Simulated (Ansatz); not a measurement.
# NaN+ (sextet): from Hartree-Fock to the top rungs, def2-TZVPP

One table from this session's results is given with a row withheld; the runs are named, their logs left out.

The runs use Ansatz 0.2.0, Gaussian basis; def2-TZVPP, core rule «outside noble gas», up to 6 orbitals frozen.

The runs, in order: UHF; ROHF; CCSD(T) on UHF.

### The system

The geometry is a PBE0/def2-TZVP stationary point (not a proven minimum) of the parent state, kept for this charge and spin.

2 atoms, charge 1, spin multiplicity 6.

Atoms are counted from 1 here; the program's logs count them from 0.

Bond lengths: N1–Na2 2.678 Å.

Set-up of the first run:

in.yaml

```yaml
crystal:
  periodic: [false, false, false]
  atoms:
    - {symbol: N, position_ang: [0.000000, 0.000000, 0.000000]}
    - {symbol: Na, position_ang: [0.000000, 0.000000, 2.677700]}
basis:
  gaussian: {orbitals: def2-TZVPP}
total_charge: 1
magnetization: {spin_polarized: true, initial_magnetization: 5}
hamiltonian: {xc: hf}
output: {orbitals: {seedname: orbitals}}
```

The run is started by

```bash
> ansatz run in.yaml --threads 1 --pin off --events-out ev --progress --plain --max-ram 4096MiB --backend cpu
```

Among the steps run: UHF; ROHF; CCSD(T) on UHF.

One table of the session follows, with a row left open; its other results are not shown here.

| method | from UCCSD(T) (kJ/mol) |
| --- | --- |
| ROHF | ? |
| UHF | +92.8 |
| UMP2 | +17.0 |
| UCCSD | +0.6 |
| UCCSD(T) | 0 |

Q: Estimate the row for ROHF from the others.

**Answer.** from UCCSD(T) (kJ/mol): +93.1. In the column «from UCCSD(T) (kJ/mol)» it is the highest.
